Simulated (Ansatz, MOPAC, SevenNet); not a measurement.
How well does each level of theory give the lattice parameter a of diamond-structure Si?

Reference value: 5.421 Å (measured, static lattice: zero-point anharmonic expansion removed; as tabulated in Mejia-Rodriguez and Trickey (2018), arXiv:1807.09216).

### Question
Put these levels in order of the lattice parameter a that they give for diamond-structure Si, smallest first: Hartree–Fock (Ansatz, a program for electronic structure), LDA (Ansatz), PM7 semi-empirical Hartree-Fock (MOPAC), SevenNet-0.

### Answer
PM7 semi-empirical Hartree-Fock (MOPAC) (5.267 Å), LDA (5.402 Å), SevenNet-0 (5.463 Å), Hartree–Fock (5.506 Å)

Errors against the reference: PM7 semi-empirical Hartree-Fock (MOPAC) -2.84 %, SevenNet-0 +0.77 %, LDA -0.35 %, Hartree–Fock +1.57 %.

PM7 semi-empirical Hartree-Fock (MOPAC): the method was fitted mainly to molecules. PM7 semi-empirical Hartree-Fock (MOPAC): the run uses a supercell at the zone centre in place of a k mesh. Cutoffs and k meshes differ between the levels. Ansatz's density-functional and Hartree–Fock values are scalar-relativistic unless marked +SOC, with PAW data made under PBE.

Machine-learned potentials (SevenNet-0) are trained on DFT data: a solid inside that data is no test of them.

Differences are worked out from the printed values.
